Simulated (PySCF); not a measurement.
**Simulated absorption spectrum**

Species: methacrylic acid, C₄H₆O₂.
Atom-mapped SMILES: `[CH2:1]=[C:2]([CH3:3])[C:4](=[O:5])[OH:6]` (hydrogens: H7, H8 on C1; H9, H10, H11 on C3; H12 on O6)

Computed with TDDFT CAM-B3LYP/def2-SVPD, vertical, gas phase, core orbitals frozen in the response in PySCF. Geometry: PBE0-D3(BJ)/def2-SVP, one conformer, isolated molecule. Torsions of this conformer, `[CH2:1]=[C:2]([CH3:3])[C:4](=[O:5])[OH:6]`: C1–C2–C4–O5 180°, H–O6–C4–C2 180°.

Broadening: Gaussians 0.4 eV wide at half height, area fixed by f = 4.319×10⁻⁹ ∫ε dν̃. The width is an assumption, not a result. The curve ends short of the highest state used, and states not computed would add to its high-energy end.

| λ (nm) | ε (L mol⁻¹ cm⁻¹) |
| --- | --- |
| 153.6 | 2796 |
| 157.7 | 5746 |
| 161.7 | 4094 |
| 165.8 | 4282 |
| 169.9 | 4306 |
| 173.9 | 1807 |
| 178.0 | 307 |
| 182.1 | 68 |
| 186.1 | 632 |
| 190.2 | 4128 |
| 194.2 | 12517 |
| 198.3 | 20260 |
| 202.4 | 18228 |
| 206.4 | 9966 |
| 210.5 | 3408 |
| 214.6 | 776 |
| 218.6 | 130 |
| 222.7 | 15 |
| 226.8 | 2 |
| 230.8 | 3 |
| 234.9 | 4 |
| 238.9 | 5 |
| 243.0 | 5 |
| 247.1 | 4 |
| 251.1 | 2 |
| 255.2 | 1 |
| 259.3 | 0 |
| 263.3 | 0 |
| 267.4 | 0 |
| 271.4 | 0 |

Question: Locate the maxima and give the states behind the curve.

Answer: 240 nm (5.17 eV), ε about 5.4, made up of S1 (100%); 200 nm (6.21 eV), ε about 21000, made up of S2 (100%); 168 nm (7.38 eV), ε about 4700, made up of S3 (92%); 158 nm (7.85 eV), ε about 5800, made up of S6 (96%) (ε in L mol⁻¹ cm⁻¹; maxima over ε = 5, shares over 10%). The states used: S1 5.17 eV (f 0.0001); S2 6.21 eV (f 0.309); S3 7.36 eV (f 0.066); S4 7.56 eV (f 0.0067); S5 7.70 eV (f 0.0003); S6 7.86 eV (f 0.082); S7 8.03 eV (f 0.0007); S8 8.25 eV (f 0.0036); S9 8.50 eV (f 0.0007); S10 8.67 eV (f 0.018).

Question: Coming from long wavelengths, where does ε first pass 100 L mol⁻¹ cm⁻¹?

Answer: At about 219 nm (5.66 eV), 0.49 eV above S1.

Question: On this curve, what absorbance would a 10⁻⁴ mol/L sample give at 254 nm over a 1 cm path?

Answer: 254 nm is 4.881 eV, where ε is about 1.3 L mol⁻¹ cm⁻¹, so A = ε c l ≈ 0.00013 (Beer–Lambert, with the gas-phase spectrum and the assumed width).

Question: What would ε be at 6.21 eV, the highest of these maxima, with half the width (0.2 eV)?

Answer: About 41600 L mol⁻¹ cm⁻¹ against 20800, a factor of about 2.00; a lone state at its own centre would give exactly 2.

The vertical ionisation energy (ΔSCF) is 10.21 eV, 1.54 eV above S10.
